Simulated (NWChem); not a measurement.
# C4H10O (1-methoxypropane) at 4 levels

Wanted: a comparison of 4 runs (SVWN5/def2-SVP, revPBE/def2-SVP, BLYP/def2-SVP, PBE/def2-SVP) of C4H10O (1-methoxypropane). 

The calculation is run with NWChem 7.3.0.

**1. Starting point**

The species is C4H10O (15 atoms), meant as a singlet with charge 0. As SMILES, `CCCOC`. The coordinates come from a PBE0-D4/def2-TZVP relaxation. This is one conformer, not always the lowest.

Bond lengths: C1–C2 1.519 Å, C2–C3 1.511 Å, C3–O4 1.405 Å, O4–C5 1.398 Å, C1–H6 1.094 Å, C1–H7 1.092 Å, C1–H8 1.091 Å, C2–H9 1.095 Å, C2–H10 1.095 Å, C3–H11 1.101 Å, C3–H12 1.103 Å, C5–H13 1.090 Å, C5–H14 1.100 Å, C5–H15 1.100 Å. Some angles: C1–C2–C3 113.1°, C2–C3–O4 109.3°, C3–O4–C5 112.5°, C1–C2–H9 110.3°, C1–C2–H10 110.2°, C3–C2–H9 107.9°, C3–C2–H10 108.5°, C2–C1–H6 111.0°, C2–C1–H7 111.3°, C2–C1–H8 110.8°.

**2. Energy and gradient at SVWN5/def2-SVP (run 1)**

File geom.nw:

```
start geom
title "C4H10O gradient"
memory 2200 mb
geometry noautosym nocenter noautoz
C    -1.590400   -0.737100   -1.038200
C    -0.374800   -1.300100   -0.322500
C     0.668700   -0.252100   -0.013200
O     0.125100    0.699600    0.865900
C     1.027900    1.722200    1.172200
H    -1.307900   -0.284600   -1.993300
H    -2.325800   -1.517900   -1.244000
H    -2.072400    0.033100   -0.434200
H     0.098500   -2.077200   -0.931700
H    -0.676600   -1.776600    0.615800
H     1.557900   -0.717300    0.440900
H     0.998400    0.242400   -0.942500
H     0.529400    2.412500    1.853400
H     1.931600    1.331000    1.661600
H     1.336500    2.272200    0.271500
end
basis spherical bse
* library def2-SVP
end
dft
xc slater vwn_5
mult 1
grid fine
convergence energy 1e-08
maxiter 100
mulliken
print low
end
task dft gradient
```

On the command line:

```bash
nwchem geom.nw > geom.out
```

Output:

```text
[...]
 d= 0,ls=0.0,diis     1   -231.3662159420 -4.24D+02  1.13D-02  8.99D-01     2.8
[...]
 d= 0,ls=0.0,diis    10   -231.4328626439 -2.21D-09  4.19D-07  5.13D-09    21.5
         Total DFT energy =     -231.432862643941
      One electron energy =     -696.677790628420
           Coulomb energy =      304.431308638314
    Exchange-Corr. energy =      -31.889443367654
 Nuclear repulsion energy =      192.703062713819
[...]
                         DFT ENERGY GRADIENTS
    atom               coordinates                        gradient
                 x          y          z           x          y          z
   1 C      -3.005420  -1.392917  -1.961914   -0.012407   0.006753  -0.007216
   2 C      -0.708269  -2.456833  -0.609437    0.002102  -0.016748   0.005955
   3 C       1.263660  -0.476400  -0.024944    0.019893  -0.003407  -0.011896
   4 O       0.236405   1.322052   1.636314   -0.005728   0.000177   0.003514
   5 C       1.942449   3.254486   2.215137    0.015919   0.017619   0.005321
   6 H      -2.471573  -0.537816  -3.766791   -0.003020  -0.005042   0.010156
   7 H      -4.395125  -2.868415  -2.350819    0.008097   0.008011   0.002334
   8 H      -3.916268   0.062550  -0.820519    0.004274  -0.009147  -0.007363
   9 H       0.186138  -3.925339  -1.760658   -0.005192   0.008444   0.006142
  10 H      -1.278589  -3.357287   1.163693    0.002717   0.004818  -0.010527
  11 H       2.944004  -1.355500   0.833180   -0.011170   0.005599  -0.004666
[...]
```

It took 29 s on 1 thread of Intel Xeon Platinum 8488C (Sapphire Rapids), shared host; peak memory 0.12 GiB.

**3. Energy and forces at revPBE/def2-SVP (run 2)**

File run.py:

```python
from ase import Atoms
from ase.calculators.nwchem import NWChem

atoms = Atoms(['C', 'C', 'C', 'O', 'C', 'H', 'H', 'H', 'H', 'H', 'H', 'H', 'H', 'H', 'H'], positions=[
    [-1.590400, -0.737100, -1.038200],
    [-0.374800, -1.300100, -0.322500],
    [0.668700, -0.252100, -0.013200],
    [0.125100, 0.699600, 0.865900],
    [1.027900, 1.722200, 1.172200],
    [-1.307900, -0.284600, -1.993300],
    [-2.325800, -1.517900, -1.244000],
    [-2.072400, 0.033100, -0.434200],
    [0.098500, -2.077200, -0.931700],
    [-0.676600, -1.776600, 0.615800],
    [1.557900, -0.717300, 0.440900],
    [0.998400, 0.242400, -0.942500],
    [0.529400, 2.412500, 1.853400],
    [1.931600, 1.331000, 1.661600],
    [1.336500, 2.272200, 0.271500],
])

calc = NWChem(
    label='m1',
    theory='dft',
    memory='2200 mb',
    basis='def2-SVP',
    basispar='spherical bse',
    dft={'xc': 'revpbe cpbe96', 'mult': '1', 'grid': 'fine', 'convergence': 'energy 1e-08', 'iterations': '100', 'mulliken': None, 'print': 'low'},
)
atoms.calc = calc

forces = atoms.get_forces()
print("Total energy (eV):", round(atoms.get_potential_energy(), 6))
print("forces (eV/A):")
for s, f in zip(atoms.symbols, forces):
    print(f"{s:2s} {f[0]:10.5f} {f[1]:10.5f} {f[2]:10.5f}")
```

On the command line:

```bash
export ASE_NWCHEM_COMMAND="nwchem PREFIX.nwi > PREFIX.nwo"
python run.py
```

Output:

```text
Total energy (eV): -6351.228745
forces (eV/A):
C     0.04026   -0.12454    0.03553
C    -0.06911    0.10207   -0.13421
C    -0.13632   -0.03507    0.12074
O    -0.49900    0.03949    0.25259
C    -0.20281   -0.14336   -0.01430
H     0.10665    0.24004   -0.50368
H    -0.41328   -0.39117   -0.12578
H    -0.26122    0.41143    0.30015
H     0.23927   -0.42469   -0.29115
H    -0.13925   -0.26904    0.48301
H     0.53088   -0.28040    0.18162
H     0.24364    0.20060   -0.52312
H    -0.23886    0.42372    0.38988
H     0.55742   -0.12609    0.28318
H     0.24174    0.37708   -0.45447
```

The calculator wrote m1.nwi:

```
title "m1"

permanent_dir m1

scratch_dir m1

start m1

geometry units angstrom nocenter noautosym noautoz
  C  -1.5904000000000000e+00 -7.3709999999999998e-01 -1.0382000000000000e+00
  C  -3.7480000000000002e-01 -1.3001000000000000e+00 -3.2250000000000001e-01
  C  6.6869999999999996e-01 -2.5209999999999999e-01 -1.3200000000000000e-02
  O  1.2509999999999999e-01 6.9960000000000000e-01 8.6590000000000000e-01
  C  1.0279000000000000e+00 1.7222000000000000e+00 1.1721999999999999e+00
  H  -1.3079000000000001e+00 -2.8460000000000002e-01 -1.9933000000000001e+00
  H  -2.3258000000000001e+00 -1.5179000000000000e+00 -1.2440000000000000e+00
  H  -2.0724000000000000e+00 3.3099999999999997e-02 -4.3419999999999997e-01
  H  9.8500000000000004e-02 -2.0771999999999999e+00 -9.3169999999999997e-01
  H  -6.7659999999999998e-01 -1.7766000000000000e+00 6.1580000000000001e-01
  H  1.5579000000000001e+00 -7.1730000000000005e-01 4.4090000000000001e-01
  H  9.9839999999999995e-01 2.4240000000000000e-01 -9.4250000000000000e-01
  H  5.2939999999999998e-01 2.4125000000000001e+00 1.8533999999999999e+00
  H  1.9316000000000000e+00 1.3310000000000000e+00 1.6616000000000000e+00
  H  1.3365000000000000e+00 2.2722000000000002e+00 2.7150000000000002e-01
end

memory 2200 mb

basis spherical bse noprint
   * library def2-SVP
end

dft
  xc revpbe cpbe96
  mult 1
  grid fine
  convergence energy 1e-08
  iterations 100
  mulliken
  print low
end

task dft gradient
```

m1.nwo:

```text
Northwest Computational Chemistry Package (NWChem) 7.3.0
             --------------------------------------------------------

           Job information
           ---------------

    nwchem branch   = 7.3.0
    use scalapack   = T
    input           = m1.nwi
    prefix          = m1.
    data base       = m1/m1.db
    status          = startup
    nproc           =        1

           Memory information
           ------------------

[... 5 lines left out ...]
    hardfail = no
[... 38 lines left out ...]
            Nuclear Dipole moment (a.u.)
[... 104 lines left out ...]
         Total DFT energy =     -233.403353259177
[... 1 line left out ...]
           Coulomb energy =      304.556124431014
[... 1 line left out ...]
 Nuclear repulsion energy =      192.703062713819
[... 29 lines left out ...]
                         DFT ENERGY GRADIENTS

    atom               coordinates                        gradient
                 x          y          z           x          y          z
   1 C      -3.005420  -1.392917  -1.961914   -0.000783   0.002422  -0.000691
   2 C      -0.708269  -2.456833  -0.609437    0.001344  -0.001985   0.002610
   3 C       1.263660  -0.476400  -0.024944    0.002651   0.000682  -0.002348
[... 11 lines of this table left out ...]
  15 H       2.525619   4.293835   0.513061   -0.004701  -0.007333   0.008838

 Task  times  cpu:       47.0s     wall:       47.0s
 Total times  cpu:       47.0s     wall:       47.0s
```

Run time: 49 s. Hardware: 1 thread of Intel Xeon Platinum 8488C (Sapphire Rapids), shared host; peak memory 0.12 GiB.

Run 3 isn't shown in full; the table further down has it.

**4. Energy and gradient at PBE/def2-SVP (run 4)**

File c4h10o.nw:

```
start c4h10o
memory 2200 mb
geometry noautosym nocenter noautoz
  C       -1.590400      -0.737100      -1.038200
  C       -0.374800      -1.300100      -0.322500
  C        0.668700      -0.252100      -0.013200
  O        0.125100       0.699600       0.865900
  C        1.027900       1.722200       1.172200
  H       -1.307900      -0.284600      -1.993300
  H       -2.325800      -1.517900      -1.244000
  H       -2.072400       0.033100      -0.434200
  H        0.098500      -2.077200      -0.931700
  H       -0.676600      -1.776600       0.615800
  H        1.557900      -0.717300       0.440900
  H        0.998400       0.242400      -0.942500
  H        0.529400       2.412500       1.853400
  H        1.931600       1.331000       1.661600
  H        1.336500       2.272200       0.271500
end
basis spherical bse
  C library def2-SVP
  O library def2-SVP
  H library def2-SVP
end
dft
  xc xpbe96 cpbe96
  grid fine
  convergence energy 1e-08
  iterations 100
  mulliken
  noprint "final vectors analysis"
end
task dft gradient
```

On the command line:

```bash
nwchem c4h10o.nw > c4h10o.out
```

Output:

```text
[...]
          Wavefunction type:  closed shell.
          No. of atoms     :    15
          No. of electrons :    42
[...]
          Charge           :     0
          Spin multiplicity:     1
[...]
          AO basis - number of functions:   120
[...]
              XC Information
              --------------
          PerdewBurkeErnzerhof Exchange Functional  1.000
            Perdew 1991 LDA Correlation Functional  1.000 local
           PerdewBurkeErnz. Correlation Functional  1.000 non-local
[...]
 d= 0,ls=0.0,diis     1   -233.1075820161 -4.26D+02  1.08D-02  5.59D-01     4.7
[...]
 d= 0,ls=0.0,diis    10   -233.1688408919 -7.73D-10  1.92D-07  1.09D-09    38.2
         Total DFT energy =     -233.168840891877
      One electron energy =     -696.731574466375
           Coulomb energy =      304.562409932186
    Exchange-Corr. energy =      -33.702739071507
 Nuclear repulsion energy =      192.703062713819
[...]
      Total Density - Mulliken Population Analysis
     ---------------------------------------------
    Atom       Charge   Shell Charges
 -----------   ------   -------------------------------------------------------
    1 C    6     6.03   1.98  0.91  0.11  2.14  0.86  0.03
    2 C    6     6.04   1.98  0.92  0.10  2.14  0.85  0.03
    3 C    6     5.85   1.98  0.94  0.07  2.08  0.71  0.06
    4 O    8     8.35   1.99  1.08  0.71  2.88  1.67  0.02
    5 C    6     5.85   1.98  0.92  0.10  2.09  0.70  0.05
    6 H    1     0.99   0.74  0.22  0.02
    7 H    1     0.98   0.74  0.21  0.02
    8 H    1     0.97   0.74  0.21  0.02
    9 H    1     0.99   0.75  0.22  0.02
   10 H    1     0.98   0.75  0.21  0.02
[...]
  wavefunction    = closed shell
[...]
```

Run time: 47 s. Hardware: 1 thread of Intel Xeon Platinum 8488C (Sapphire Rapids), shared host; peak memory 0.12 GiB.

**5. Overview of the runs**

| run | level | energy (Eh) | largest force (eV/Å) | wall time |
| --- | --- | --- | --- | --- |
| 1 | SVWN5/def2-SVP | -231.432863 | 1.251 | 29 s |
| 2 | revPBE/def2-SVP | -233.403353 | 0.638 | 49 s |
| 3 | BLYP/def2-SVP | -233.353613 | 0.622 | 46 s |
| 4 | PBE/def2-SVP | -233.168841 | 0.620 | 47 s |

**6. Summary of results**

| quantity | value |
| --- | --- |
| run 4: total energy | -233.16884 Eh |
| run 4: dipole moment | 1.00 D |
| run 4: largest force on an atom | 0.620 eV/Å |

In words: Totals of different functionals can't be ranked against each other. All runs together took 2.9 min, the longest 49 s.
